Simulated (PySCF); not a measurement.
**Spin-rotation constants: ethylhydrazine, C₂H₈N₂**

Molfile (atoms numbered from 1):
```
C2H8N2
     RDKit          3D

 12 11  0  0  0  0  0  0  0  0999 V2000
   -1.3084    0.4251    0.1290 C   0  0  0  0  0  0  0  0  0  0  0  0
   -0.3361   -0.6804   -0.2395 C   0  0  0  0  0  0  0  0  0  0  0  0
    0.9240   -0.1627   -0.7263 N   0  0  0  0  0  0  0  0  0  0  0  0
    1.7476    0.4327    0.2323 N   0  0  0  0  0  0  0  0  0  0  0  0
   -1.5090    1.0663   -0.7426 H   0  0  0  0  0  0  0  0  0  0  0  0
   -2.2613    0.0125    0.4927 H   0  0  0  0  0  0  0  0  0  0  0  0
   -0.8967    1.0611    0.9283 H   0  0  0  0  0  0  0  0  0  0  0  0
   -0.7675   -1.3034   -1.0408 H   0  0  0  0  0  0  0  0  0  0  0  0
   -0.1979   -1.3533    0.6409 H   0  0  0  0  0  0  0  0  0  0  0  0
    1.4546   -0.8912   -1.1948 H   0  0  0  0  0  0  0  0  0  0  0  0
    1.4817    1.4072    0.3531 H   0  0  0  0  0  0  0  0  0  0  0  0
    1.6633   -0.0233    1.1479 H   0  0  0  0  0  0  0  0  0  0  0  0
  1  2  1  0
  2  3  1  0
  3  4  1  0
  1  5  1  0
  1  6  1  0
  1  7  1  0
  2  8  1  0
  2  9  1  0
  3 10  1  0
  4 11  1  0
  4 12  1  0
M  END
```

Method used: PySCF 2.14.0, GIAO B97-2/aug-pcSseg-1 magnetisability, rotational g tensor and spin-rotation constants, non-relativistic, gas phase. Geometry: PBE0-D3(BJ)/def2-SVP.

Give the nuclear spin-rotation constants along the inertial axes (H = +C I·J) beside the isotropic shieldings.

Rotational constants 15.2131, 5.2423, 4.4572 GHz. A star marks the isotopologue with that one atom substituted, in its own axes.
```
atom  isotope  Caa (kHz)  Cbb (kHz)  Ccc (kHz)  mean (kHz)  σ (ppm)
  N3      14N      0.993      0.305      0.321       0.540    177.9
  N4      14N      1.013      0.367      0.239       0.540    181.8
  H5       1H     -1.591     -0.566      0.089      -0.689     30.4
  H6       1H      0.021     -0.560     -0.394      -0.311     30.4
  H7       1H     -1.324      0.033     -0.457      -0.583     29.9
  H8       1H     -1.242      0.084     -0.419      -0.526     28.5
  H9       1H     -1.537     -0.533      0.185      -0.628     28.8
 H10       1H     -1.290      0.007     -0.435      -0.573     28.8
 H11       1H     -1.514      0.022     -0.328      -0.606     28.1
 H12       1H     -1.640     -0.657      0.129      -0.723     30.0
  C1     13C*      2.201      0.784      0.562       1.182    168.9
  C2     13C*      2.551      1.214      0.865       1.543    131.3
```
For the geometry as given, no vibrational averaging.

How do the rotational constants and the g tensor change when H5, H6, H7, H8, H9, H10, H11, H12 are replaced by deuterium?

Constants 10.4805, 4.2683, 3.6020 GHz; g 0.0038, -0.0063, -0.0061, against 0.0059, -0.0074, -0.0074 before.
